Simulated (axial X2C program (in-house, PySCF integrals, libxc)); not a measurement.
## Which functional? An output for NaC

An SCF output computed with an in-house all-electron X2C program for linear molecules (integrals from PySCF) for NaC at 2.236 Å, two-component, state Ω = 3/2, Na dyall-cv3z [9s8p5d2f], C dyall-v3z [7s6p2d1f] (cores contracted in-house), without its first line:

```
basis functions 114  fitting functions 580  grid points 4363
iter        total energy     max residual
   1       -199.798476613     1.12e-01
   2       -199.807213135     6.13e-03
   3       -199.807990206     5.33e-03
   4       -199.808183832     2.89e-03
   5       -199.808234076     8.31e-04
   6       -199.808241735     3.14e-04
   7       -199.808242729     1.42e-04
   8       -199.808242833     4.47e-05
   9       -199.808242857     2.28e-05
  10       -199.808242865     1.40e-05
  11       -199.808242867     3.08e-06
  12       -199.808242867     1.66e-06
converged
one-electron -310.58439144  Coulomb 114.43263318  exact exchange -19.25972562  xc functional 0.00000000  nuclear repulsion 15.61972089  atomic mean-field constant -0.01647988
```

Which level of theory produced it?
A. PBE
B. PBE0
C. HF

C. The exact-exchange term against the functional term shows a share of 1 of exact exchange.
